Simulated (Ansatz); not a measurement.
**NHS₂ (singlet): wave-function methods side by side at distance N1–S2 = 5.479 Å, cc-pVDZ**

The task here is to estimate one member of a computed series from the others.

Program: Ansatz 0.2.0, Gaussian basis. Level of theory: cc-pVDZ, core rule «outside noble gas», up to 11 orbitals frozen. These are calculated values, not measurements.

Plan: UHF; CCSD(T) on RHF; CCSD(T) on UHF; BCCD(T) on RHF; CISD; CCSDT(Q) on RHF; CASSCF and MRCISD+Q, 2 electrons in 2 orbitals; CASSCF and NEVPT2, 2 electrons in 2 orbitals.

33 further runs of the same task are left out: 10 for a known fault of the program, 1 for a mislabelled method, 19 that didn't finish, 3 set aside as unsound or not needed.

### The system

The geometry derives from a PBE0/def2-TZVP stationary point (not a proven minimum). One bond is set to the value named and the two fragments are kept rigid.

4 atoms, charge 0, spin multiplicity 1.

Atoms are counted from 1 here; the program's logs count them from 0.

Bond lengths: N1–S3 1.617 Å, N1–H4 1.020 Å. Angles: S3–N1–H4 113.9°.

Coordinates:

```xyz
4
HNS2
N     0.0000   -1.1514    1.4305
S     0.0000    1.0676   -3.5791
S     0.0000   -0.4964    2.9092
H     0.0000   -2.1709    1.4305
```

Set-up of the first run:

in.yaml reads:

```yaml
crystal:
  periodic: [false, false, false]
  atoms:
    - {symbol: N, position_ang: [0.000000, -1.151406, 1.430486]}
    - {symbol: S, position_ang: [0.000000, 1.067596, -3.579052]}
    - {symbol: S, position_ang: [0.000000, -0.496394, 2.909217]}
    - {symbol: H, position_ang: [0.000000, -2.170932, 1.430486]}
basis:
  gaussian: {orbitals: cc-pVDZ}
magnetization: {spin_polarized: true, initial_magnetization: 0}
hamiltonian: {xc: hf}
output: {orbitals: {seedname: orbitals}}
```

On the command line:

```sh
$ ansatz run in.yaml --threads 1 --pin off --events-out ev --progress --plain --max-ram 2393MiB
```

Among the steps run: UHF; CCSD(T) on RHF; CCSD(T) on UHF; BCCD(T) on RHF; CISD; CCSDT(Q) on RHF; CASSCF and MRCISD+Q, 2 electrons in 2 orbitals; CASSCF and NEVPT2, 2 electrons in 2 orbitals.

One table of the session follows, with a row left open; its other results are not shown here.

| method | from RCCSDT(Q) (meV) |
| --- | --- |
| RHF | +12991.0 |
| UHF | +10014.3 |
| RMP2 | +2080.8 |
| UMP2 | +690.1 |
| CISD | +2527.6 |
| RCCSD | +681.0 |
| UCCSD | -669.2 |
| RCCSD(T) | ? |
| UCCSD(T) | -966.7 |
| BCCD(T) | +175.3 |
| RCCSDT | +103.3 |
| RCCSDT(Q) | 0 |
| CASSCF pair | +11769.5 |
| NEVPT2 pair | +2079.1 |
| MRCISD pair | +2086.2 |
| MRCISD+Q pair | +647.4 |

Estimate the missing values for RCCSD(T).

As computed: from RCCSDT(Q) (meV): +169.7. In the column «from RCCSDT(Q) (meV)» it lies between RCCSDT (+103.3) and BCCD(T) (+175.3).

Limits of these values: The determinant is far from a pure spin state, so its energy mixes those of several spin states (harmless only where they are near-degenerate, as at dissociation). Warnings: restricted reference is unstable; spin contamination. Restricted and unrestricted rows rest on different reference determinants; where their highest levels disagree by more than a few hundredths of an eV, they describe different states and don't form one ladder.
